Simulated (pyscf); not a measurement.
Thermochemistry of product channels of `[SiH2]=[Se]` + `[H]` [doublet] on the doublet surface, in kcal/mol, from CCSD(T)/def2-TZVPP + ΔMP2(QZVPP) energies (ideal gas, 1 atm, RRHO with modes under 100 cm⁻¹ raised to 100, one conformer, R ln 2 for rigid chiral ones). PySCF, gas phase, ωB97X-D3(BJ)/def2-SVP geometries. MP2 and CC: frozen core, UHF for open shells. ΔMP2 is the change of the MP2 total energy from the triple- to the quadruple-zeta basis.

```tsv
products	ΔE	ΔH(298 K)	ΔG(298 K)	ΔG(900 K)
`[SiH3][Se]` [doublet]	-52.4	-48.5	-41.9	-27.7
`[SiH2][SeH]` [doublet]	-43.4	-40.0	-34.2	-21.9
```

These are energies of the channels, which say nothing of barriers. The CCSD(T) − MP2 part came from Ansatz, without density fitting, on the same reference. The frozen core leaves the outer d or s,p core shells of the metals and heavy elements correlated in the MP2 and CC values, and def2-TZVPP describes them poorly, which can shift differences by a few kcal/mol. Elements up to Kr have no core potential and no relativistic terms here.
